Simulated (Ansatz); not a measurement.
# How far each method lies from full CI for HBN, quartet

Geometry: that of the HBN, doublet, kept fixed. The doublet lies 5.3 eV lower here.

```yaml
atoms:
  - { symbol: B, position_ang: [0.0000, 0.0000, 0.0439] }
  - { symbol: N, position_ang: [0.0000, 0.0000, -1.2617] }
  - { symbol: H, position_ang: [0.0000, 0.0000, 1.2178] }
```

Basis 6-31G; Ansatz 0.2.0. Correlated methods freeze the noble-gas cores, which leaves 9 electrons in 18 orbitals. R marks a restricted (for open shells ROHF) determinant, U an unrestricted one. Active spaces: valence = (9e, 9o) chosen from the atoms' valence shells.

Full CI is exact within this basis and frozen core; it isn't the basis-set limit. The frozen core follows each run's orbitals, which can shift R against U totals by a few meV.

For open shells CISD and CISDTQ are restricted-active-space CI with the open shells as a complete middle space.

The UHF ⟨S²⟩ is 3.774. The T1 diagnostic (RCCSD) is 0.0220. The largest doubles amplitude (RCCSD) is 0.054 and the T1 diagnostic (UCCSD) is 0.0126.

```csv
level,E − E(RHF) (eV)
UHF,-0.1717
RMP2,-2.2944
UMP2,-2.3415
RCCSD,-2.9354
UCCSD,-2.9379
RCCSD(T),-2.9755
UCCSD(T),-2.9770
```

Task: Estimate how far full CI in 6-31G lies from RCCSD(T). The table doesn't fix it; the size of (T) and the diagnostics are the guide.

Result: Full CI in 6-31G lies 1.5 kJ/mol below RCCSD(T), which is 38 % of the (T) step (-3.9 kJ/mol). The diagnostics give no warning, yet the rest is a sizeable part of (T).

The other levels:

```json
{"level": "CISD", "E − E(full CI) (kJ/mol)": "14.7", "share of correlation (%)": "94.90", "wall time": "0.72 s"}
{"level": "BCCD(T)", "E − E(full CI) (kJ/mol)": "1.5", "share of correlation (%)": "99.48", "wall time": "0.66 s"}
{"level": "RCCSDT", "E − E(full CI) (kJ/mol)": "0.3", "share of correlation (%)": "99.90", "wall time": "–"}
{"level": "UCCSDT", "E − E(full CI) (kJ/mol)": "0.1", "share of correlation (%)": "99.95", "wall time": "–"}
{"level": "CISDTQ", "E − E(full CI) (kJ/mol)": "0.3", "share of correlation (%)": "99.91", "wall time": "14 s"}
{"level": "RCCSDT(Q)", "E − E(full CI) (kJ/mol)": "0.0", "share of correlation (%)": "99.99", "wall time": "2.8 s"}
{"level": "UCCSDT(Q)", "E − E(full CI) (kJ/mol)": "-0.1", "share of correlation (%)": "100.03", "wall time": "2.6 s"}
{"level": "RCCSDTQ", "E − E(full CI) (kJ/mol)": "0.0", "share of correlation (%)": "100.01", "wall time": "29 s"}
{"level": "UCCSDTQ", "E − E(full CI) (kJ/mol)": "-0.1", "share of correlation (%)": "100.05", "wall time": "29 s"}
{"level": "CASSCF (valence space)", "E − E(full CI) (kJ/mol)": "151.4", "share of correlation (%)": "47.54", "wall time": "–"}
{"level": "NEVPT2 (valence space)", "E − E(full CI) (kJ/mol)": "38.7", "share of correlation (%)": "86.58", "wall time": "2.1 s"}
{"level": "MRCISD (valence space)", "E − E(full CI) (kJ/mol)": "5.0", "share of correlation (%)": "98.25", "wall time": "–"}
{"level": "MRCISD+Q (valence space)", "E − E(full CI) (kJ/mol)": "1.1", "share of correlation (%)": "99.62", "wall time": "3.5 s"}
```

The correlation energy at full CI, counted from RHF, is -2.991 eV. That run took 71 s on 1 thread of Arm Neoverse V1, shared host over 3,786,944 determinants.

Times hold each run's SCF and search for its determinant on a shared host, so for small cases they say little of a method's own cost; they ran on 1 thread of Arm Neoverse V1.

The full-CI state has the irrep B1 of C2v, in the program's axes (one component, if the state is degenerate).

Natural occupations of full CI about the gap: 1.979 1.972 1.957 1.002 0.992 0.988 0.038 0.017 0.014 0.014; effectively unpaired electrons, Σ n²(2−n)², 3.02.
